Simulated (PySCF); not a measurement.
# ClF, MP2: how much the basis matters

PySCF, RHF reference; singlet, unpaired electrons none; De to Cl + F without counterpoise correction. Frozen cores follow the default of each basis and core potential.

```
              basis     relativity  functions  Re (Å)  ωe (cm⁻¹)  De (eV)  frozen orbitals
             STO-3G  no relativity         14   1.719        908      n/a                6
              3-21G  no relativity         22   1.758        713     1.40                6
         x2c-SVPall  spin-free X2C         32   1.662        769     2.20                6
cc-pV(T+d)Z/cc-pVTZ  no relativity         69   1.629        806     2.69                6
       x2c-TZVPPall  spin-free X2C         73   1.631        803     2.71                6
        def2-TZVPPD  no relativity         91   1.631        801     2.76                6
```

Q: How does each smaller set differ from the one with most functions, def2-TZVPPD?

A: STO-3G: +8.8 pm, +13.4 % in ωe; 3-21G: +12.7 pm, -11.0 % in ωe, -1.36 eV in De; x2c-SVPall: +3.1 pm, -4.0 % in ωe, -0.56 eV in De; cc-pV(T+d)Z/cc-pVTZ: -0.2 pm, +0.6 % in ωe, -0.07 eV in De; x2c-TZVPPall: +0.0 pm, +0.2 % in ωe, -0.05 eV in De. All at MP2; the set with most functions is neither the basis-set limit nor always the best. The rows treat relativity differently, so the differences are not basis effects alone.

Correlated steps freeze 6 core orbitals. Correlated levels converge slowly with the basis: in double zeta they bind strong bonds too weakly, by up to about 1 eV, and carry superposition errors of some tenths. Where the molecule has an RHF reference, its open-shell atoms are computed with UHF. 3-21G and STO-3G are very small, so such numbers show the basis as much as the molecule.
